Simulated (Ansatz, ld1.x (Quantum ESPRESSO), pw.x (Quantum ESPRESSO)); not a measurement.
# iridium: does the RRKJ potential hold in the solid?

ld1.x (Quantum ESPRESSO) 7.5 input, shortened:

```
&input
   title='Ir', zed=77., rel=1, dft='PW', iswitch=3,
   config='[Xe] 4f14 5d7 6s1.75 6p0.25'
 /
 &inputp
   pseudotype=2, tm=.false., lloc=0,
   nlcc=.true.
 /
3
6P  2  1   0.25   0.00  2.45  2.45  0.0
5D  3  2   7.00   0.00  2.80  2.80  0.0
6S  1  0   1.75   0.00  2.15  2.15  0.0
 &test
   configts(1)='5d7 6s1.75 6p0.25'
 /
```

Atomic tests: cutoffs needed: 21 Ry and 35 Ry (the cutoffs (Ry, on a coarse ladder) from which the occupation-weighted sum of valence levels, in a spherical-Bessel basis at the reference potential, stays within 10 and 1 mRy of its value at 400 Ry); ghost test: no extra level below or beside the all-electron valence levels (p, d, s, f tested) (spherical-Bessel basis up to 400 Ry, 20 bohr box); largest excitation error: -150 meV (all-electron minus pseudo) for 5d6 6s0 6p0, out of 7 test configurations.

Crystal test: sc Ir in pw.x 7.5, no spin, 13³ k-points, Fermi–Dirac smearing 0.01 Ry, cutoffs 50/200 Ry. The lattice is a test structure that the element need not adopt, and mesh and smearing are coarse.

pw.x input:

```
&control
  calculation='scf', prefix='x', pseudo_dir='./', outdir='./tmp', tstress=.true., disk_io='none'
/
&system
  ibrav=0, nat=1, ntyp=1, ecutwfc=50, ecutrho=200, nbnd=12,
  occupations='smearing', smearing='fd', degauss=0.01
/
&electrons
  conv_thr=1e-09, mixing_beta=0.4, electron_maxstep=70
/
ATOMIC_SPECIES
Ir 1.0 Ir.UPF
CELL_PARAMETERS angstrom
  2.52277849 0.00000000 0.00000000
  0.00000000 2.52277849 0.00000000
  0.00000000 0.00000000 2.52277849
ATOMIC_POSITIONS crystal
Ir 0.0000 0.0000 0.0000
K_POINTS automatic
13 13 13 0 0 0
```

```bash
pw.x < Ir.scf.in > Ir.scf.out
```

Q: How does the run end?

A: It converges; the pressure is 15.95 GPa against 2.06 GPa from all-electron LAPW. The largest radius (2.80 bohr) exceeds half the bond length (2.38 bohr), so the spheres overlap, which is one possible source of error among others. This is a poor potential for the solid. The log shows:

```
     using ibrav=0 with symmetry is DISCOURAGED, use correct ibrav instead
     lattice parameter (alat)  =       4.7674  a.u.
     unit-cell volume          =     108.3513 (a.u.)^3
     number of electrons       =         9.00
     number of Kohn-Sham states=           12
     kinetic-energy cutoff     =      50.0000  Ry
     charge density cutoff     =     200.0000  Ry
     scf convergence threshold =      1.0E-09
     Exchange-correlation= PW
     number of k points=    84  Fermi-Dirac smearing, width (Ry)=  0.0100
     iteration #  1     ecut=    50.00 Ry     beta= 0.40
     total energy              =     -58.11197738 Ry
     estimated scf accuracy    <       0.00319706 Ry
     iteration #  2     ecut=    50.00 Ry     beta= 0.40
     total energy              =     -58.11184950 Ry
     estimated scf accuracy    <       0.00076425 Ry
     iteration #  3     ecut=    50.00 Ry     beta= 0.40
     total energy              =     -58.11187613 Ry
     estimated scf accuracy    <       0.00005825 Ry
     iteration #  4     ecut=    50.00 Ry     beta= 0.40
     total energy              =     -58.11187904 Ry
     estimated scf accuracy    <       0.00000029 Ry
     iteration #  5     ecut=    50.00 Ry     beta= 0.40
     total energy              =     -58.11187907 Ry
     estimated scf accuracy    <       0.00000016 Ry
     iteration #  6     ecut=    50.00 Ry     beta= 0.40
     the Fermi energy is    16.7535 ev
!    total energy              =     -58.11187910 Ry
     estimated scf accuracy    <          2.2E-10 Ry
     smearing contrib. (-TS)   =      -0.00658367 Ry
     The total energy is F=E-TS. E is the sum of the following terms:
     one-electron contribution =      15.65518337 Ry
     hartree contribution      =       2.51208866 Ry
     xc contribution           =     -28.06536765 Ry
     ewald contribution        =     -48.20719979 Ry
     convergence has been achieved in   6 iterations
          total   stress  (Ry/bohr**3)                   (kbar)     P=      159.50
     Message from routine punch:
     Nothing written, as per user request (disk_io='none')
```
